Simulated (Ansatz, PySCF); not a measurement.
This PySCF input computes a SVWN5/def2-TZVPD energy:

```python
from pyscf import gto, scf, dft

mol = gto.M(
    atom='''
    C     0.00319266    0.00643257    0.66040383
    C    -0.00319266   -0.00643257   -0.66040383
    F     0.02490825    1.11427502    1.37583632
    F    -0.01150102   -1.08726216    1.39745609
    F     0.01150102    1.08726216   -1.39745609
    F    -0.02490825   -1.11427502   -1.37583632
    ''',
    basis='def2-tzvpd',
    charge=0,
    spin=0,
    verbose=4,
)

mf = dft.RKS(mol, xc='svwn').density_fit(auxbasis='def2-universal-jkfit')
mf.grids.level = 3
mf.conv_tol = 1e-9
mf.max_cycle = 100
mf.max_memory = 1500
mf.kernel()
if not mf.converged:
    mf = mf.newton()
    mf.kernel(mf.make_rdm1())
mf.analyze()
```

Question: Write an input for the same energy in Ansatz (an electronic-structure program) and say what it gives.

Answer: 
Ansatz 0.2 input:
```yaml
crystal:
  periodic: [false, false, false]
  atoms:
    - {symbol: C, position_ang: [0.00319266, 0.00643257, 0.66040383]}
    - {symbol: C, position_ang: [-0.00319266, -0.00643257, -0.66040383]}
    - {symbol: F, position_ang: [0.02490825, 1.11427502, 1.37583632]}
    - {symbol: F, position_ang: [-0.01150102, -1.08726216, 1.39745609]}
    - {symbol: F, position_ang: [0.01150102, 1.08726216, -1.39745609]}
    - {symbol: F, position_ang: [-0.02490825, -1.11427502, -1.37583632]}
basis:
  gaussian:
    orbitals: def2-TZVPD
hamiltonian:
  xc: {name: SVWN5}
output: {forces: true}
```
It gives -472.55482 Eh, and PySCF -472.55493 Eh, a difference of 0.11 mEh, from the treatment of integrals and grids.
